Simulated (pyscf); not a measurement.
This saddle point was located with ωB97X-D3(BJ)/def2-SVP in PySCF.

```xyz
9

O      0.9150    -0.0544     1.2098
B      0.3829    -0.1086    -0.1980
O      0.8301    -0.5418    -1.2644
H      1.4357    -0.8326     1.4632
C     -1.2192     0.5151     0.1480
H     -0.3088     0.1080     1.1301
H     -1.1559     1.4719    -0.3912
H     -1.8691    -0.1899    -0.3852
H     -1.7180     0.7591     1.1101
```
Charge 0, spin multiplicity 1.

Surface: singlet, charge 0. Lowest wavenumbers (cm⁻¹): 1540i, 201, 356, 412, 454.

Q: What reaction is this the transition state of?

A: O=B–OH + CH₄ <-> H₂O + H₃C–B=O, a four-centre exchange read from left to right: B–O, C–H broken and H–O, B–C formed. At CCSD(T)/def2-TZVPP + ΔMP2(QZVPP) it lies +61.2 kcal/mol from the left side and +46.5 kcal/mol from the right (each side as separated species at their lowest minima found). On the product side the descent ends in a complex (not fully relaxed), 5.6 kcal/mol under the separated species and 48.8 kcal/mol under the saddle at ωB97X-D3(BJ)/def2-TZVP. The products may also form a dative adduct at H₃C–B=O; it and routes through it were not searched. The same reactants have a lower exit, to H₃C–B(OH)–OH (barrier +44.8 kcal/mol at ωB97M-D3(BJ), against +59.2 kcal/mol here). One saddle was located; it need not be the lowest between these sides. The CCSD(T) − MP2 part came from Ansatz, without density fitting, on the same reference.
